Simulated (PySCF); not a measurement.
Species: C₅H₇, net charge 0, doublet state. It need not be the lowest isomer of its formula. 
Geometry from a B3LYP-D3(BJ)/def2-TZVP (Ansatz) optimisation:
```xyz
12

C     -0.0104     0.0495     0.0458
C      0.0456     0.7415     1.2927
C     -0.0167    -0.7412     1.3247
C      0.7119     0.0323    -1.2558
C     -0.8028     0.0636    -1.2167
H      0.7274     1.4572     1.7258
H     -0.9501    -1.2144     1.6178
H      0.8707    -1.3020     1.6078
H      1.1880    -0.8930    -1.5566
H      1.2321     0.9313    -1.5612
H     -1.3336    -0.8396    -1.4890
H     -1.2999     0.9860    -1.4891
```
Charge 0, spin multiplicity 2.

Dispersion corrections to the total energy (kcal/mol) from the dftd3 and dftd4 libraries through PySCF: D3(BJ) without and D4 with the three-body term, each with the damping fitted for the functional named.

| functional | D3(BJ) | D4 |
|---|---|---|
| LC-wPBE | -4.74 | -5.55 |
| HSE06 | -3.24 | … |
| B3LYP | … | -8.05 |
| B2GP-PLYP | -2.89 | … |
| B2PLYP | -4.00 | -3.52 |
| BP86 | -7.92 | -6.54 |
| r2SCAN | -1.46 | -1.27 |

Complete the blanks.


- HSE06, D4: -3.87
- B3LYP, D3(BJ): -8.86
- B2GP-PLYP, D4: -2.09
